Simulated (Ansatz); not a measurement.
A run of Ansatz (development build ahead of 0.2.0) on singlet C₃H₈ at this shape:

```yaml
atoms:
  - { symbol: C, position_ang: [0.0322, -0.2933, -1.2827] }
  - { symbol: C, position_ang: [-0.0433, 0.6039, -0.0050] }
  - { symbol: C, position_ang: [0.0374, -0.2624, 1.3038] }
  - { symbol: H, position_ang: [0.0328, 0.3817, -2.1374] }
  - { symbol: H, position_ang: [0.8800, -0.9197, -1.3690] }
  - { symbol: H, position_ang: [-0.9103, -0.9491, -1.3021] }
  - { symbol: H, position_ang: [-0.8790, 1.2199, -0.0419] }
  - { symbol: H, position_ang: [0.9135, 1.2110, -0.0040] }
  - { symbol: H, position_ang: [0.0069, 0.3543, 2.2199] }
  - { symbol: H, position_ang: [-0.9353, -0.9148, 1.3071] }
  - { symbol: H, position_ang: [0.8800, -0.8857, 1.2771] }
```

Its results:

```yaml
Converged: yes
Total_energy: -118.29137 hartree
Spin_squared_of_the_determinant: 0.000
Stability_test: minimum among restricted orbitals
```

Forces (eV/Å):
| atom | Fx | Fy | Fz |
| --- | --- | --- | --- |
| C1 | -2.928 | 0.671 | 0.589 |
| C2 | 4.251 | -2.075 | 0.434 |
| C3 | -4.037 | 0.652 | -0.744 |
| H4 | -0.196 | -0.372 | -0.113 |
| H5 | 0.825 | -0.486 | 0.347 |
| H6 | 1.549 | 0.971 | -0.293 |
| H7 | -1.299 | 1.025 | 0.057 |
| H8 | -1.454 | -0.207 | -0.082 |
| H9 | 0.212 | -0.423 | -0.626 |
| H10 | 2.064 | 0.995 | 0.290 |
| H11 | 1.011 | -0.751 | 0.142 |

Task: Which input gives this output? Name the method, the orbitals and the basis set, and write the input.

Result: RHF in def2-TZVP. An unrestricted run that stays on the closed shell gives the same numbers.

```yaml
crystal:
  periodic: [false, false, false]
  atoms:
    - { symbol: C, position_ang: [0.03218, -0.29326, -1.2827] }
    - { symbol: C, position_ang: [-0.04331, 0.60395, -0.00497] }
    - { symbol: C, position_ang: [0.03736, -0.26237, 1.30376] }
    - { symbol: H, position_ang: [0.03284, 0.38175, -2.1374] }
    - { symbol: H, position_ang: [0.88002, -0.91974, -1.36901] }
    - { symbol: H, position_ang: [-0.91031, -0.94914, -1.30208] }
    - { symbol: H, position_ang: [-0.87898, 1.21986, -0.04192] }
    - { symbol: H, position_ang: [0.91352, 1.21098, -0.00401] }
    - { symbol: H, position_ang: [0.00688, 0.35428, 2.21993] }
    - { symbol: H, position_ang: [-0.93525, -0.91483, 1.30709] }
    - { symbol: H, position_ang: [0.87996, -0.88573, 1.27708] }
basis:
  gaussian: { orbitals: def2-TZVP }
hamiltonian:
  xc: hf
output:
  forces: true
```
